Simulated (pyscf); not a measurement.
Single points on ωB97X-D3(BJ)/def2-SVP structures (PySCF, gas phase). MP2 and CC: frozen core, UHF for open shells. ΔMP2 is the change of the MP2 total energy from the triple- to the quadruple-zeta basis.

SMILES: [F][Al]([CH3])[F]
```xyz
7

C      0.6546     0.2082     0.9878
Al    -0.2677     0.6359    -0.6502
F     -0.7608     2.1801    -1.0160
F     -0.6397    -0.5200    -1.7843
H      1.2272    -0.7284     0.9008
H      1.3398     1.0151     1.2924
H     -0.0748     0.0756     1.8053
```
Charge 0, spin multiplicity 1.

What are the homolytic bond dissociation enthalpies (298 K) of `[CH3][Al]([F])[F]` at CCSD(T)/def2-TZVPP + ΔMP2(QZVPP), weakest first?

Al–C to CH₃• + [F–Al–F]•: 3.67 eV; C–H to •H₂C–Al(F)–F + H•: 4.30 eV; Al–F to [H₃C–Al–F]• + F•: 6.91 eV. Ring and multiple bonds, and those that leave no two simple radicals, are not listed. The radicals are drawn with the spin at the cut bond; how far it spreads was not checked. Other isomers of •H₂C–Al(F)–F, [H₃C–Al–F]• were not searched in full and may lie lower. The CCSD(T) − MP2 part came from Ansatz, without density fitting, on the same reference. Left out: the spin-orbit lowering of F.
